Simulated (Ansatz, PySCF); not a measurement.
Species: C₂Cl₄ (charge 0, singlet). 
Geometry from a B3LYP-D3(BJ)/def2-TZVP (Ansatz, a first-principles code) optimisation:
```
C
C 1 1.3392
Cl 1 1.7185 2 122.37
Cl 2 1.7185 1 122.37 3 180.00
Cl 1 1.7185 2 122.37 4 0.00
Cl 2 1.7185 1 122.37 3 0.00
```
Unstable Hartree-Fock reference: ClC(Cl)=C(Cl)Cl.

Property: enthalpy of formation at 298 K (from the atomisation energy, B3LYP-D3(BJ)/def2-TZVP harmonic zero-point and thermal terms from PySCF, and the atoms' enthalpies of formation in the G2/97 table; no spin-orbit terms, and no core term in the frozen-core levels), in kcal/mol. Cores are frozen in the correlated levels unless marked. UHF or UKS for open shells. Spin-orbit coupling is left out. Non-relativistic. The coupled-cluster limit lacks core correlation, which all-electron functionals hold. CBS(X,Y): correlation extrapolated as X^-3; Hartree-Fock from the larger set. [CCSD(T)-MP2]/basis is that difference in the basis named.

Measured: -3.0 kcal/mol (G2/97 table in ASE (Curtiss et al.)); it holds spin-orbit and relativistic effects, which these rows lack, and core correlation, which the frozen-core levels lack. This is an older compilation, not checked against later work.

| level | program | enthalpy of formation at 298 K (kcal/mol) | error against measurement |
|---|---|---|---|
| SVWN5/def2-TZVPD | Ansatz | -126.2 | -123.2 |
| B3LYP-D4/def2-TZVPD | Ansatz + dftd4 | 0.2 | 3.2 |
| PBE0/STO-3G | Ansatz | -35.7 | -32.7 |
| CAM-B3LYP-D4/def2-TZVPD | Ansatz + dftd4 | 1.6 | 4.6 |
| B2GP-PLYP-D3(BJ)/def2-TZVPD | Ansatz + dftd3 | -1.2 | 1.8 |
| RI-MP2/aug-cc-pV(Q+d)Z | Ansatz | -32.9 | -29.9 |
| CCSD(T)/STO-3G | Ansatz | 64.0 | 67.0 |
| CCSD(T)/6-31G* | Ansatz | 37.8 | 40.8 |
| CCSD(T)/aug-cc-pV(D+d)Z | Ansatz | 38.3 | 41.3 |
| RI-MP2/CBS(cc-pV(T+d)Z,cc-pV(Q+d)Z)+[CCSD(T)-MP2]/cc-pV(T+d)Z | Ansatz | -5.8 | -2.8 |
